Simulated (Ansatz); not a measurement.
## Heat of formation of CH4 (methane) from total energies

CH4 has 5 atoms, charge 0, and is taken as a singlet. SMILES: `C`. Geometry: relaxed at PBE0-D4/def2-TZVP.

```xyz
5

C     0.0000    0.0000    0.0000
H     0.1590   -0.2432    1.0502
H    -1.0067    0.3952   -0.1329
H     0.1197   -0.8995   -0.6033
H     0.7281    0.7474   -0.3139
```

Total energies at SVWN5/6-31G (Ansatz 0.2.0); the atoms run unrestricted:

```tsv
species	state	energy (Eh)
CH4	singlet	-40.089627
C	triplet	-37.449419
H	doublet	-0.476044
```

Harmonic wavenumbers at PBE0-D4/def2-TZVP, in cm⁻¹: 1326, 1326, 1326, 1551, 1551, 3047, 3168, 3168, 3168.

Measured heats of formation of the gaseous atoms at 298.15 K, in kJ/mol: C 716.9, H 218.0. Take 1 Eh = 2625.50 kJ/mol, 1 cm⁻¹ = 0.0119627 kJ/mol, RT = 2.479 kJ/mol.

Task: What heat of formation follows?

Result: 
1. Electronic atomisation energy: (-37.449419) + 4 × (-0.476044) − (-40.089627) = 0.736032 Eh = 1932.5 kJ/mol.
2. Zero-point energy: half the sum of the wavenumbers, 9815.5 cm⁻¹ = 117.4 kJ/mol.
3. Thermal vibrational enthalpy, Σ hcν̃/(exp(hcν̃/kT) − 1): 0.1 kJ/mol. Translation, rotation and pV of a non-linear molecule: 4 RT = 9.9 kJ/mol.
4. The 5 free atoms carry 5/2 RT each: 31.0 kJ/mol.
5. Atomisation enthalpy at 298 K: 1932.5 − 117.4 − 0.1 − 9.9 + 31.0 = 1836.1 kJ/mol.
6. Sum of the atoms' heats of formation: 1588.9 kJ/mol. Heat of formation: 1588.9 − 1836.1 = -247.2 kJ/mol.

The tabulated value is -74.5 kJ/mol (Active Thermochemical Tables), so this level is off by -172.7 kJ/mol, or 10.4 % of the atomisation enthalpy that the table implies (1663.4 kJ/mol). The LDA overbinds, which puts heats of formation too low. Anharmonicity and any spin-orbit splitting of the molecule are left out.
